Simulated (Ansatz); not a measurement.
H2S, singlet along the distance S1-H3

Starting geometry (PBE0/def2-TZVP stationary point for this spin, not checked as a minimum):

```tsv
atom	x (Å)	y (Å)	z (Å)
S	0.0000	-0.0550	0.0000
H	0.0000	0.8742	-0.9672
H	0.0000	0.8742	0.9672
```

From there H3 moves along the line of the two atoms named below, all else staying in place; atoms are numbered as listed. Energies are in kcal/mol, counted from the starting geometry at the same level. Kohn–Sham curves are unrestricted where that lies lower.

Basis 6-31G; Ansatz 0.2.0. Correlated methods freeze the noble-gas cores. Prefix R: restricted or restricted open-shell reference; prefix U: unrestricted.

Unrestricted rows (U, and Kohn–Sham where it breaks symmetry) aren't spin-pure: their determinants' ⟨S²⟩ exceeds S(S+1) by up to 1.00, so they mix in states of higher spin. A value is left out where its run failed or describes another state than the reference as far as symmetry and spin tell, or, spin-broken singlets apart, can't be checked.

Full CI is exact within this basis and frozen core; it isn't the basis-set limit. The frozen core follows each run's orbitals, which can shift R against U totals by a few meV.

```tsv
distance S1-H3 (Å)	full CI	curve A	curve B	curve C	curve D
1.096	36.7	35.0	37.4	36.7	32.9
1.183	14.7	13.6	15.1	14.7	12.2
1.341	0.0	0.0	0.0	0.0	0.0
1.460	0.6	1.5	0.5	0.6	2.7
1.598	6.9	9.4	7.2	6.9	11.9
1.808	20.9	26.7	22.6	–	30.7
2.165	43.6	58.2	50.4	43.6	47.8
2.471	57.0	74.2	69.0	57.0	52.6
2.981	67.5	82.5	80.0	67.5	54.9
3.650	70.7	84.6	83.3	70.7	55.5
4.491	71.2	85.0	84.1	71.2	55.6
```

Question: The curves come from PBE, UCCSDTQ, UHF, wB97M-V. Compare each with full CI and say which is which.

Answer: A: wB97M-V, B: PBE, C: UCCSDTQ, D: UHF. Spread of the error against full CI, over the points where both stand: A 18.9, B 13.0, C 0.0, D 25.4 kcal/mol. PBE at 4.491 Å lies 12.9 kcal/mol (18 %) above the reference in this basis. wB97M-V at 4.491 Å lies 13.8 kcal/mol (19 %) above the reference in this basis. The program flagged some runs of UCCSDTQ as in doubt.

In so small a basis the reference is far from its limit while semilocal and hybrid functionals are nearer theirs, so the functionals' errors here hold much of the reference's basis and frozen-core error, which can add to them or hide them. The set has no polarisation functions, which weighs most on the reference.
